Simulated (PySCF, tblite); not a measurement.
Compound: butadiyne, C4H2.
Geometry (GFN2-xTB, Å), atoms numbered from 1 in this order:
```xyz
6
C4H2 angstrom
C      1.8584    0.3084    0.0732
C      0.6710    0.1126    0.1043
C     -0.6701   -0.1117    0.1428
C     -1.8575   -0.3070    0.1755
H      2.8920    0.4817    0.0481
H     -2.8906   -0.4820    0.2076
```

Computed, not measured: PBE0/pcSseg-1 in PySCF (dipole) on a GFN2-xTB geometry, gas phase.

Take the most abundant isotopes and a rigid rotor. 

What are the moment of inertia and the rotational constant?

I = 113.617 u·Å², B = 505379 MHz·u·Å²/I = 4448 MHz (0.1484 cm⁻¹, or 0.213 K as hB/k).

List the first levels of a rigid rotor in a Σ state.

E(J) = BJ(J+1): J = 1: 0.297, J = 2: 0.890, J = 3: 1.780, J = 4: 2.967, J = 5: 4.451, J = 6: 6.232 cm⁻¹.

Has it a pure rotational spectrum?

Not by electric dipole: D∞h allows no dipole (computed 0.01 D). Rotational Raman lines (ΔJ = 2) lie at B(4J + 6), spaced by 4B = 0.593 cm⁻¹, with nuclear-spin weights that differ between even and odd J.

Its GFN2-xTB frequencies are all real (lowest 193 cm⁻¹). These are rigid-rotor constants of the computed structure; measured ground-state constants (B0) also hold zero-point vibration.
